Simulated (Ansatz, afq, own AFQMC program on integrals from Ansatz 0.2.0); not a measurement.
# Where AFQMC and coupled cluster stand for AlHO, triplet

```xyz
3

Al   -0.4334   -0.2653   -0.2890
O     0.8441    0.4256    0.6543
H     1.1952    1.2435    0.2859
```

Connectivity, by distances: Al–OH.

Basis def2-TZVP. Only valence electrons are correlated. Ansatz 0.2.0 and our own AFQMC program on the same integrals; the CISD trial comes from CCSD amplitudes, and released means the phaseless constraint is let go. Error bars are statistical, one sigma.

Determinant: UHF, the one that the program's search chose, which needn't be the lowest solution. The geometry is a PBE0/def2-SVP stationary point of this or a neighbouring charge and spin state.

No full CI on the walks' own integrals is used here; CCSDT(Q) serves as the reference and is uncertain by about the last step of the cluster series.

The T1 diagnostic is 0.0193. The weight of the determinant in the CISD state is 0.916, the ⟨S²⟩ of the determinant is 2.002 and the size of the correlated space is 10 electrons in 68 orbitals.

Reference: CCSDT(Q), correlation energy -7.930 eV. The released energy is read at 2.40 1/Eh (meV from the phaseless value at times in 1/Eh: -2 ± 4 at 0.24, -1 ± 5 at 0.51, 2 ± 4 at 0.99, -7 ± 6 at 1.62, 5 ± 7 at 2.40).

```json
{"level": "HF", "E − E(reference) (kcal/mol)": "182.87", "share of correlation (%)": "0.00"}
{"level": "MP2", "E − E(reference) (kcal/mol)": "10.49", "share of correlation (%)": "94.26"}
{"level": "CCSD", "E − E(reference) (kcal/mol)": "7.02", "share of correlation (%)": "96.16"}
{"level": "CCSD(T)", "E − E(reference) (kcal/mol)": "0.60", "share of correlation (%)": "99.67"}
{"level": "CCSDT", "E − E(reference) (kcal/mol)": "0.39", "share of correlation (%)": "99.79"}
{"level": "ph-AFQMC/CISD", "E − E(reference) (kcal/mol)": "-0.01 ± 0.08", "share of correlation (%)": "100.00"}
{"level": "released AFQMC", "E − E(reference) (kcal/mol)": "0.11 ± 0.16", "share of correlation (%)": "99.94"}
```

A walk keeps the symmetry of its determinant, which the program's search chose and which needn't be the lowest solution, so a lower state of the same spin and another symmetry isn't excluded. Released energies are given only where the last usable release times agree within the noise; a slower fall can still hide under it.
